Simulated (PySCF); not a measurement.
Species: C3H5N3.
SMILES with atom numbers: `[NH2:1][c:2]1[cH:3][n:4][nH:5][cH:6]1` (hydrogens: H7, H8 on N1; H9 on C3; H10 on N5; H11 on C6)

Cartesian coordinates in Å at the PBE0-D3(BJ)/def2-SVP level; atoms count from 1:
```
atom  x, y, z in Å
N1    -1.9249   -0.2905    0.0984
C2    -0.5694    0.0102    0.0172
C3     0.0340    1.2929    0.0794
N4     1.3589    1.2155    0.0362
N5     1.6222   -0.0744   -0.0487
C6     0.5080   -0.8590   -0.0674
H7    -2.1791   -1.1686   -0.3384
H8    -2.5214    0.4532   -0.2451
H9    -0.4583    2.2623    0.1573
H10    2.5829   -0.3847   -0.0955
H11    0.5605   -1.9433   -0.1282
```

Level of theory: core-valence-separated Tamm–Dancoff BHandHLYP/aug-pcX-1 (pcseg-1 on H) in PySCF, non-relativistic, gas phase, PBE0-D3(BJ)/def2-SVP geometry. BHandHLYP without relativity tends to put these K edges a few eV too low, so spacings mean more than positions.

The lowest roots of each edge with f over 0.003 (five at most, numbered afresh; weaker and dark ones are left out), with transition dipoles (au) in the frame of the coordinates:

| root | edge | E (eV) | f | μx | μy | μz |
| --- | --- | --- | --- | --- | --- | --- |
| 1 | C | 284.10 | 0.0522 | -0.0027 | 0.0048 | -0.0864 |
| 2 | C | 284.44 | 0.0555 | -0.0030 | 0.0056 | -0.0890 |
| 3 | C | 284.99 | 0.0706 | 0.0021 | -0.0060 | 0.1004 |
| 4 | C | 286.23 | 0.0176 | -0.0035 | -0.0498 | -0.0043 |
| 5 | C | 286.30 | 0.0136 | 0.0212 | -0.0385 | -0.0016 |
| 6 | N | 397.71 | 0.0601 | -0.0024 | 0.0047 | -0.0784 |
| 7 | N | 399.57 | 0.0102 | -0.0233 | -0.0063 | -0.0216 |
| 8 | N | 400.19 | 0.0410 | 0.0018 | -0.0038 | 0.0645 |
| 9 | N | 400.46 | 0.0343 | -0.0129 | 0.0577 | 0.0000 |
| 10 | N | 401.31 | 0.0059 | -0.0026 | 0.0242 | 0.0015 |

Q: Molecules are fixed in this frame and the field points along x. What effective strengths 3 f cos²θ do the roots have (θ between field and μ)?

A: root 1 (C3): 0.000, root 2 (C6): 0.000, root 3 (C2): 0.000, root 4 (C6): 0.000, root 5 (C3): 0.009, root 6 (N4): 0.000, root 7 (N1): 0.016, root 8 (N5): 0.000, root 9 (N1): 0.005, root 10 (N4): 0.000. Root 7 is the strongest. Averaged over all orientations cos²θ is 1/3, which gives f back.

